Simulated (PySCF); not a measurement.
Metal–ligand bonds in Ti(OCH3)3–Y. Gas-phase values, no solvent. One relaxed conformer stands for each flexible species; it need not be the lowest. Multiplicities are imposed; where one is given, others were not computed. Strings in code marks are SMILES.

The dipole moment from two functionals at the same geometries (TPSS-D3(BJ)/def2-SVP), both in PySCF: PBE-D3(BJ)/def2-TZVP and TPSS-D3(BJ)/def2-TZVP. 

```tsv
species	PBE-D3(BJ)/def2-TZVP (D)
free radical OH	1.73
free radical NH2 (`[NH2]`)	1.91
free radical CH3 (`[CH3]`)	0.00
free radical N(CH3)2 (`C[N]C`)	1.71
free radical SH (`[SH]`)	0.87
```

Problem. What does TPSS-D3(BJ)/def2-TZVP give for each?

Solution. 
- free radical OH: 1.73
- free radical NH2 (`[NH2]`): 1.91
- free radical CH3 (`[CH3]`): 0.00
- free radical N(CH3)2 (`C[N]C`): 1.70
- free radical SH (`[SH]`): 0.87
Over these rows, drawn at random from the members with no instability flagged (it was tested for open shells, ions and some series alone), PBE minus TPSS-D3(BJ): mean 0.00 D, from 0.00 D to +0.01 D.
